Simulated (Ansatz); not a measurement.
# H9PSi2: the cost of one run

Method: RKS PBE0/6-31G*, in Ansatz 0.2.0.

### Step 1. Starting point

Bond lengths: Si1–Si2 2.570 Å, Si2–H3 1.460 Å, Si2–H4 1.460 Å, Si2–H5 1.460 Å, Si1–H6 1.460 Å, Si1–H7 1.459 Å, Si1–H8 1.459 Å, Si1–P9 2.480 Å, P9–H10 1.420 Å, P9–H11 1.420 Å, Si2–H12 1.552 Å, P9–H12 1.537 Å. Angles (14 of 27 angles, heavy atoms first): Si2–Si1–P9 71.6°, Si1–Si2–H3 109.5°, Si1–Si2–H4 109.5°, Si1–Si2–H5 109.5°, Si1–Si2–H12 69.6°, Si2–Si1–H6 109.5°, Si2–Si1–H7 109.5°, Si2–Si1–H8 109.5°, H6–Si1–P9 178.9°, H7–Si1–P9 70.0°, H8–Si1–P9 70.0°, Si1–P9–H10 109.5°, Si1–P9–H11 109.5°, Si1–P9–H12 72.6°.

Structure file:

```xyz
12

Si    0.0000    0.0000    0.0000
Si    0.0000    0.0000    2.5700
H    -1.3148   -0.4067    3.0574
H     1.0096   -0.9353    3.0574
H     0.3052    1.3420    3.0574
H     1.3768    0.0000   -0.4862
H    -0.6877    1.1914   -0.4862
H    -0.6877   -1.1914   -0.4862
P    -2.3535    0.0000    0.7820
H    -3.1199   -0.8853   -0.0213
H    -2.4033   -0.4268    2.1354
H    -1.4553    0.0000    2.0293
```

### Step 2. A restrained relaxation towards end A

Springs on the bonds that form and break draw the guess towards this end; the thresholds are loose.

input.yaml

```yaml
crystal:
  periodic: [false, false, false]
  atoms:
    - { symbol: Si, position_ang: [0.0, 0.0, 0.0] }
    - { symbol: Si, position_ang: [0.0, 0.0, 2.57] }
    - { symbol: H, position_ang: [-1.3148, -0.4067, 3.0574] }
    - { symbol: H, position_ang: [1.0096, -0.9353, 3.0574] }
    - { symbol: H, position_ang: [0.3052, 1.342, 3.0574] }
    - { symbol: H, position_ang: [1.3768, 0.0, -0.4862] }
    - { symbol: H, position_ang: [-0.6877, 1.1914, -0.4862] }
    - { symbol: H, position_ang: [-0.6877, -1.1914, -0.4862] }
    - { symbol: P, position_ang: [-2.3535, 0.0, 0.782] }
    - { symbol: H, position_ang: [-3.1199, -0.8853, -0.0213] }
    - { symbol: H, position_ang: [-2.4033, -0.4268, 2.1354] }
    - { symbol: H, position_ang: [-1.4553, 0.0, 2.0293] }
basis:
  gaussian: { orbitals: "6-31G*" }
hamiltonian:
  xc: pbe0
relax:
  f_tol: 0.15
  max_steps: 25
  restrain:
    - { distance: [0, 8], at: 3.38, k: 30.0 }
    - { distance: [11, 1], at: 2.66, k: 30.0 }
    - { distance: [0, 1], at: 2.22, k: 30.0 }
    - { distance: [11, 8], at: 1.42, k: 30.0 }
```

The run is started by

```
> ansatz run input.yaml --threads 1 --pin off --max-ram 2048MiB --backend cpu --events-out ev --progress --plain --runs-dir out
```

What time and memory should one allow on 1 thread of Arm Neoverse V1, shared host?

About 69 s, with a peak of 0.18 GiB.
